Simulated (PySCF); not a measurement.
**Frontier levels across methods**

C4H10O.
Numbering: `[CH3:1][CH2:2][C@H:3]([CH3:4])[OH:5]` (hydrogens: H6, H7, H8 on C1; H9, H10 on C2; H11 on C3; H12, H13, H14 on C4; H15 on O5)

Cartesian coordinates in Å at the PBE0-D3(BJ)/def2-SVP level; atoms count from 1:
```xyz
15
C4H10O angstrom
C      2.000   -0.241    0.068
C      0.564   -0.699   -0.116
C     -0.458    0.385    0.188
C     -1.887   -0.114    0.050
O     -0.204    1.455   -0.697
H      2.714   -1.035   -0.201
H      2.197    0.046    1.114
H      2.205    0.635   -0.563
H      0.403   -1.029   -1.157
H      0.350   -1.570    0.527
H     -0.299    0.716    1.238
H     -2.092   -0.943    0.745
H     -2.610    0.689    0.270
H     -2.070   -0.465   -0.977
H     -0.813    2.169   -0.487
```

Basis pcSseg-1 throughout (PySCF), one geometry. Isolated species at its PBE0-D3(BJ)/def2-SVP geometry (one conformer only).

Problem. How do the orbital energies, the gap and the dipole change with the method?

Solution. 
```csv
method,kind,HOMO (eV),LUMO (eV),gap (eV),μ (D),SCF cycles
BLYP,GGA,-5.95,0.34,6.29,1.47,13
OPBE,GGA,-5.99,0.63,6.62,1.46,14
PBE,GGA,-6.04,0.37,6.41,1.48,14
B97-D,GGA,-6.09,0.50,6.60,1.48,14
BP86,GGA,-6.16,0.46,6.62,1.49,13
LDA,LDA,-6.17,0.20,6.36,1.55,13
KT2,GGA,-6.23,0.32,6.55,1.43,14
KT3,GGA,-6.23,0.24,6.46,1.41,14
B3LYP,global hybrid,-7.46,0.89,8.36,1.55,12
PBE0,global hybrid,-7.72,1.26,8.98,1.57,12
mPW1PW91,global hybrid,-7.77,1.25,9.02,1.57,12
HF,Hartree–Fock,-11.81,4.17,15.98,1.72,9
```

The HOMO spans 5.85 eV, from BLYP down to HF, and the gap runs from 6.29 eV (BLYP) to 15.98 eV (HF). Over the methods BLYP (0 %), OPBE (0 %), PBE (0 %), B97-D (0 %), BP86 (0 %), LDA (0 %), KT2 (0 %), KT3 (0 %), B3LYP (20 %), PBE0 (25 %), mPW1PW91 (25 %), HF (100 %), a straight line through the gap against the share of exact exchange rises by 0.95 eV for each 10 % (correlation coefficient 0.999). The dipole ranges from 1.41 D (KT3) to 1.72 D (HF). This basis has no diffuse functions.

The vertical ΔSCF ionisation energy at PBE0/def2-SVPD is 10.15 eV; −ε(HOMO) comes closest to it with HF (11.81 eV).
